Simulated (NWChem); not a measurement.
All runs are NWChem calculations. System: dimethylamine (C2H7N), charge 0, spin multiplicity 1, at a geometry optimised with PBE0/def2-SVP. Level: MP2/6-311G** (spherical d), 3 core orbitals frozen.

The NWChem input:

```
start mol
memory heap 200 mb stack 900 mb global 1100 mb
geometry units angstroms nocenter noautoz
  C      0.018377     0.216735    -1.207262
  N     -0.140010    -0.551445     0.000000
  C      0.018377     0.216735     1.207262
  H      0.986118     0.762439    -1.288612
  H     -0.781513     0.973295    -1.278620
  H     -0.075380    -0.436074    -2.088621
  H      0.501100    -1.340025     0.000000
  H      0.986118     0.762439     1.288612
  H     -0.075380    -0.436074     2.088621
  H     -0.781513     0.973295     1.278620
  symmetry group Cs
end
basis spherical
  * library 6-311g**
end
scf
  rhf
  nopen 0
  maxiter 100
  thresh 1e-7
  semidirect memsize 60000000 filesize 0
end
mp2
  freeze core 3
end
task mp2 energy
```

Part of the output:

```
             Northwest Computational Chemistry Package (NWChem) 7.3.0
             --------------------------------------------------------

                                NWChem Input Module
                                -------------------

 Scaling coordinates for geometry "geometry" by  1.889725989
 (inverse scale =  0.529177249)

 Turning off AUTOSYM since
 SYMMETRY directive was detected!

                             Geometry "geometry" -> ""
                             -------------------------

 Output coordinates in angstroms (scale by  1.889725989 to convert to a.u.)

  No.       Tag          Charge          X              Y              Z
 ---- ---------------- ---------- -------------- -------------- --------------
    1 C                    6.0000     0.01837700     0.21673500    -1.20726200
    2 N                    7.0000    -0.14001000    -0.55144500     0.00000000
    3 C                    6.0000     0.01837700     0.21673500     1.20726200
    4 H                    1.0000     0.98611800     0.76243900    -1.28861200
    5 H                    1.0000    -0.78151300     0.97329500    -1.27862000
    6 H                    1.0000    -0.07538000    -0.43607400    -2.08862100
    7 H                    1.0000     0.50110000    -1.34002500     0.00000000
    8 H                    1.0000     0.98611800     0.76243900     1.28861200
    9 H                    1.0000    -0.07538000    -0.43607400     2.08862100
   10 H                    1.0000    -0.78151300     0.97329500     1.27862000

 Effective nuclear repulsion energy (a.u.)      84.2929050501

            Nuclear Dipole moment (a.u.)
            ----------------------------
        X                 Y               Z
 ---------------- ---------------- ----------------
     0.0000075589    -0.0000000000     0.0000000000

      Symmetry information
      --------------------

 Group name             Cs
 Group number              2
 Group order               2
 No. of unique centers     6

      Symmetry unique atoms

     1    2    4    5    6    7


 Summary of "ao basis" -> "" (spherical)
 ------------------------------------------------------------------------------
       Tag                 Description            Shells   Functions and Types
 ---------------- ------------------------------  ------  ---------------------
 *                          6-311g**                  on all atoms

 Summary of "ao basis" -> "ao basis" (spherical)
 ------------------------------------------------------------------------------
       Tag                 Description            Shells   Functions and Types
 ---------------- ------------------------------  ------  ---------------------
 C                          6-311g**                 8       18   4s3p1d
 N                          6-311g**                 8       18   4s3p1d
 H                          6-311g**                 4        6   3s1p

                                 NWChem SCF Module
                                 -----------------

  ao basis        = "ao basis"
  functions       =    96
  atoms           =    10
  closed shells   =    13
  open shells     =     0
  charge          =   0.00
  wavefunction    = RHF
  use symmetry    = T
  symmetry adapt  = T

 Summary of "ao basis" -> "ao basis" (spherical)
 ------------------------------------------------------------------------------
       Tag                 Description            Shells   Functions and Types
 ---------------- ------------------------------  ------  ---------------------
 C                          6-311g**                 8       18   4s3p1d
 N                          6-311g**                 8       18   4s3p1d
 H                          6-311g**                 4        6   3s1p

      Symmetry analysis of basis
      --------------------------

        a'         54
        a"         42

 Forming initial guess at       0.0s

      Superposition of Atomic Density Guess
      -------------------------------------

 Sum of atomic energies:        -133.14245022

      Non-variational initial energy
      ------------------------------

 Total energy =    -135.119426
 1-e energy   =    -344.473647
 2-e energy   =     125.061317
 HOMO         =      -0.279874
 LUMO         =       0.081097

      Symmetry analysis of molecular orbitals - initial
      -------------------------------------------------

  Numbering of irreducible representations:

     1 a'          2 a"

  Orbital symmetries:

     1 a'          2 a'          3 a"          4 a'          5 a"
     6 a'          7 a'          8 a'          9 a"         10 a"
    11 a'         12 a"         13 a'         14 a'         15 a'
    16 a"         17 a'         18 a'         19 a"         20 a"
    21 a'         22 a"         23 a'

 Starting SCF solution at       0.6s

 ----------------------------------------------
         Quadratically convergent ROHF

 Convergence threshold     :          1.000E-07
 Maximum no. of iterations :          100
 Final Fock-matrix accuracy:          1.000E-09
 ----------------------------------------------

              iter       energy          gnorm     gmax       time
             ----- ------------------- --------- --------- --------
                 1     -134.2404390527  6.83D-01  2.02D-01      0.7
                 2     -134.2729437234  2.26D-01  6.02D-02      0.7
                 3     -134.2767019947  9.76D-03  2.31D-03      0.9
                 4     -134.2767151818  7.84D-05  2.07D-05      1.1
                 5     -134.2767151828  2.53D-09  7.00D-10      1.5

       Final RHF  results
       ------------------

         Total SCF energy =   -134.276715182797
      One-electron energy =   -347.586470969028
      Two-electron energy =    129.016850736169
 Nuclear repulsion energy =     84.292905050062

        Time for solution =      0.8s

       Symmetry analysis of molecular orbitals - final
       -----------------------------------------------

  Numbering of irreducible representations:

     1 a'          2 a"

  Orbital symmetries:

     1 a'          2 a"          3 a'          4 a'          5 a"
     6 a'          7 a'          8 a'          9 a"         10 a"
    11 a'         12 a"         13 a'         14 a'         15 a'
    16 a"         17 a'         18 a'         19 a"         20 a"
    21 a'         22 a"         23 a'

             Final eigenvalues
             -----------------

              1
    1  -15.5335
    2  -11.2421
    3  -11.2421
    4   -1.2012
    5   -0.9437
    6   -0.8471
    7   -0.6602
    8   -0.6085
    9   -0.5929
   10   -0.5317
   11   -0.5062
   12   -0.5047
   13   -0.3624
   14    0.1555
   15    0.1894
   16    0.1929
   17    0.2197
   18    0.2358
   19    0.2526
   20    0.2671
   21    0.3429
   22    0.4135
   23    0.4464

                       ROHF Final Molecular Orbital Analysis
                       -------------------------------------

 Vector   11  Occ=2.000000D+00  E=-5.062102D-01  Symmetry=a'
              MO Center= -1.5D-01,  4.1D-02,  6.4D-15, r^2= 2.8D+00
   Bfn.  Coefficient  Atom+Function         Bfn.  Coefficient  Atom+Function
  ----- ------------  ---------------      ----- ------------  ---------------
    26     -0.189541   2 N  py               74      0.183120   7 H  s
     8      0.180000   1 C  py               44      0.180000   3 C  py
    62      0.157981   5 H  s                92      0.157981  10 H  s

 Vector   12  Occ=2.000000D+00  E=-5.046907D-01  Symmetry=a"
              MO Center=  6.1D-03, -7.2D-02, -2.3D-15, r^2= 3.3D+00
   Bfn.  Coefficient  Atom+Function         Bfn.  Coefficient  Atom+Function
  ----- ------------  ---------------      ----- ------------  ---------------
     9      0.206268   1 C  pz               45      0.206268   3 C  pz
    68     -0.195387   6 H  s                86      0.195387   9 H  s
    27     -0.161861   2 N  pz

 Vector   13  Occ=2.000000D+00  E=-3.623716D-01  Symmetry=a'
              MO Center= -6.7D-02, -2.6D-01, -5.0D-16, r^2= 2.0D+00
   Bfn.  Coefficient  Atom+Function         Bfn.  Coefficient  Atom+Function
  ----- ------------  ---------------      ----- ------------  ---------------
    29      0.402656   2 N  px               25      0.331040   2 N  px
    21      0.217255   2 N  px               28     -0.181029   2 N  s
    30      0.181885   2 N  py               56     -0.156401   4 H  s
    80     -0.156401   8 H  s

 Vector   14  Occ=0.000000D+00  E= 1.555213D-01  Symmetry=a'
              MO Center=  4.2D-01, -7.9D-02,  6.7D-16, r^2= 7.2D+00
   Bfn.  Coefficient  Atom+Function         Bfn.  Coefficient  Atom+Function
  ----- ------------  ---------------      ----- ------------  ---------------
    10      1.383352   1 C  s                46      1.383352   3 C  s
    75     -0.683435   7 H  s                57     -0.615365   4 H  s
    81     -0.615365   8 H  s                69     -0.589144   6 H  s
    87     -0.589144   9 H  s                63     -0.426415   5 H  s
    93     -0.426415  10 H  s                30     -0.318558   2 N  py

 Vector   15  Occ=0.000000D+00  E= 1.894163D-01  Symmetry=a'
              MO Center= -1.4D-01, -1.5D-01,  2.6D-17, r^2= 7.2D+00
   Bfn.  Coefficient  Atom+Function         Bfn.  Coefficient  Atom+Function
  ----- ------------  ---------------      ----- ------------  ---------------
    75      1.266185   7 H  s                63     -0.981435   5 H  s
    93     -0.981435  10 H  s                28     -0.577949   2 N  s
    10      0.461374   1 C  s                46      0.461374   3 C  s
    12      0.457592   1 C  py               48      0.457592   3 C  py
    69      0.385755   6 H  s                87      0.385755   9 H  s

 Vector   16  Occ=0.000000D+00  E= 1.929327D-01  Symmetry=a"
              MO Center=  3.9D-02,  3.1D-02, -2.3D-16, r^2= 9.3D+00
   Bfn.  Coefficient  Atom+Function         Bfn.  Coefficient  Atom+Function
  ----- ------------  ---------------      ----- ------------  ---------------
    10      1.410276   1 C  s                46     -1.410276   3 C  s
    69     -1.076269   6 H  s                87      1.076269   9 H  s
    57     -0.611275   4 H  s                81      0.611275   8 H  s
    63     -0.560817   5 H  s                93      0.560817  10 H  s
    13     -0.386748   1 C  pz               49     -0.386748   3 C  pz

 center of mass
 --------------
 x =  -0.03162395 y =  -0.05247256 z =  -0.00000000

 moments of inertia (a.u.)
 ------------------
         217.977333867197          -1.884102152137           0.000000000000
          -1.884102152137         193.339280793479           0.000000000000
           0.000000000000           0.000000000000          51.247230965868

  Mulliken analysis of the total density
  --------------------------------------

    Atom       Charge   Shell Charges
 -----------   ------   -------------------------------------------------------
    1 C    6     6.10   1.10  0.89  0.58  0.72  1.54  0.42  0.77  0.08
    2 N    7     7.45   1.09  0.90  0.75  0.83  1.84  0.73  1.29  0.03
    3 C    6     6.10   1.10  0.89  0.58  0.72  1.54  0.42  0.77  0.08
    4 H    1     0.94   0.26  0.53  0.12  0.02
    5 H    1     0.91   0.27  0.52  0.10  0.02
    6 H    1     0.91   0.27  0.52  0.10  0.02
    7 H    1     0.82   0.27  0.45  0.05  0.04
    8 H    1     0.94   0.26  0.53  0.12  0.02
    9 H    1     0.91   0.27  0.52  0.10  0.02
   10 H    1     0.91   0.27  0.52  0.10  0.02

       Multipole analysis of the density wrt the origin
       ------------------------------------------------

     L   x y z        total         open         nuclear
     -   - - -        -----         ----         -------
     0   0 0 0     -0.000000      0.000000     26.000000

     1   1 0 0      0.396109      0.000000      0.000008
     1   0 1 0      0.054617      0.000000     -0.000000
     1   0 0 1      0.000000      0.000000      0.000000

     2   2 0 0    -16.232188      0.000000     12.749129
     2   1 1 0     -1.471443      0.000000     -0.125236
     2   1 0 1     -0.000000      0.000000      0.000000
     2   0 2 0    -15.175179      0.000000     28.302651
     2   0 1 1     -0.000000      0.000000      0.000000
     2   0 0 2    -14.735594      0.000000    117.149600

                   NWChem MP2 Semi-direct Energy/Gradient Module
                   ---------------------------------------------

  Basis functions       =     96
  Molecular orbitals    =     96
  Frozen core           =      3
  Frozen virtuals       =      0
  Active alpha occupied =     10
  Active beta occupied  =     10
  Active alpha virtual  =     83
  Active beta virtual   =     83
  Use MO symmetry       = T
  Use skeleton AO sym   = T

  AO/Fock/Back tols     =   1.0D-09  1.0D-09  1.0D-09

 GA uses MA = F    GA memory limited = T

 Available:
  local mem=  1.26D+08
 global mem=  1.44D+08
 local disk=  0.00D+00
  mp2_memr nvloc                    83
  nvloc new                    83
   1 passes of  10:        3145728                      39965                  13059121.
   1 passes of  10: M    126153037           G      144160768           F     123007309.

 Semi-direct pass number   1 of   1  for RHF alpha+beta  at        1.5s
  vrange nnbf                  4622
  mp2_eaftype                    49  avail_ma_in_mb                  1099
 EAF : mp2_eaftype filesize          49    6529561.
  mp2_eaf for mointskh                     49
Node 0 wrote     30.7 Mb in      0.0 s     Agg I/O rate:  2430.9 Mb/s
 Done moints_semi at        3.4s
  mp2_eaftype                    49  avail_ma_in_mb                  1050
 EAF : mp2_eaftype filesize          49    6529561.
  mp2_eaf for kh                    49
 Done maket at        3.6s
 Done multipass loop at        3.6s

          -------------------------------------------
          SCF energy                -134.276715182797
          Correlation energy          -0.494919455438
          Singlet pairs               -0.327059947975
          Triplet pairs               -0.167859507463
          Total MP2 energy          -134.771634638235
          -------------------------------------------

          ---------------------------------------------------
                    Spin Component Scaled (SCS) MP2
          Same spin pairs                     -0.111906338309
          Same spin scaling factor             0.333333333333
          Opposite spin pairs                 -0.383013117129
          Opposite spin scaling fact.          1.200000000000
          SCS-MP2 correlation energy          -0.496917853325
          Total SCS-MP2 energy              -134.773633036122
          ---------------------------------------------------

 -----------------------
 Performance information
 -----------------------

 Timer overhead =  1.87D-07 seconds/call

               Nr. of calls         CPU time (s)                 Wall time (s)                GFlops
             ---------------    -------------------     ------------------------------   -------------------
Name         Min   Avg   Max    Min     Avg     Max     Min     Avg     Max   Mx/calls   Min     Max     Sum
mp2: moin     1     1     1    1.9     1.9     1.9      1.9     1.9     1.9     1.9      0.0     0.0     0.0
mp2: make     1     1     1   0.12    0.12    0.12     0.12    0.12    0.12    0.12      0.0     0.0     0.0
mp2: tota     1     1     1    2.1     2.1     2.1      2.1     2.1     2.1     2.1      0.0     0.0     0.0

 The average no. of pstat calls per process was 3.00D+00
 with a timing overhead of 5.60D-07s

 Task  times  cpu:        3.5s     wall:        3.5s

 Total times  cpu:        3.6s     wall:        3.6s
```
